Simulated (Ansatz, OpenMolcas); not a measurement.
# OH (SMILES [OH]): from total energies to a heat of formation

OH has 2 atoms, charge 0, and is taken as a doublet. SMILES: `[OH]`. Geometry: relaxed at PBE0-D4/def2-TZVP.

```jsonl
{"atom": "O", "x (Å)": "0.4159", "y (Å)": "-0.1331", "z (Å)": "0.2145"}
{"atom": "H", "x (Å)": "-0.4159", "y (Å)": "0.1331", "z (Å)": "-0.2145"}
```

Total energies at UB3LYP/aug-cc-pVTZ (OpenMolcas 26.06); the atoms run unrestricted:

| species | state | energy (Eh) |
| --- | --- | --- |
| OH | doublet | -75.768594 |
| O | triplet | -75.094178 |
| H | doublet | -0.502260 |

Harmonic wavenumbers at UPBE0-D4/def2-TZVP, in cm⁻¹: 3749.

Measured heats of formation of the gaseous atoms at 298.15 K, in kJ/mol: O 249.2, H 218.0. Spin-orbit lowering of the atoms at 298 K (mean of the ground term's levels less their thermal mean, from spectra), in kJ/mol: O 0.40. Take 1 Eh = 2625.50 kJ/mol, 1 cm⁻¹ = 0.0119627 kJ/mol, RT = 2.479 kJ/mol.

Q: What heat of formation follows?

A: 
1. Electronic atomisation energy: (-75.094178) + (-0.502260) − (-75.768594) = 0.172156 Eh = 452.0 kJ/mol.
2. Zero-point energy: half the sum of the wavenumbers, 1874.5 cm⁻¹ = 22.4 kJ/mol.
3. Thermal vibrational enthalpy, Σ hcν̃/(exp(hcν̃/kT) − 1): 0.0 kJ/mol. Translation, rotation and pV of a linear molecule: 3.5 RT = 8.7 kJ/mol.
4. The 2 free atoms carry 5/2 RT each: 12.4 kJ/mol.
5. Spin-orbit coupling lowers the free atoms by 0.40 = 0.4 kJ/mol.
6. Atomisation enthalpy at 298 K: 452.0 − 0.4 − 22.4 − 0.0 − 8.7 + 12.4 = 432.9 kJ/mol.
7. Sum of the atoms' heats of formation: 467.2 kJ/mol. Heat of formation: 467.2 − 432.9 = +34.3 kJ/mol.

No measured value is set beside it here. Anharmonicity and any spin-orbit splitting of the molecule are left out.
